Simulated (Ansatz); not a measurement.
A geometry relaxed with Ansatz (a quantum-chemistry and plane-wave program) with B3LYP-D3(BJ)/def2-TZVP, charge 0, multiplicity 2:

```xyz
7

H     -1.0839     0.9554     0.0679
H      1.4185    -0.7573    -0.5416
H      1.4119     0.8726     0.3338
H     -1.0759    -0.6133    -0.7541
C     -0.6174    -0.0325     0.0497
C      0.8552     0.0553    -0.1036
H     -0.9024    -0.5267     0.9915
```

Write the SMILES of this molecule.

`[CH2]C`
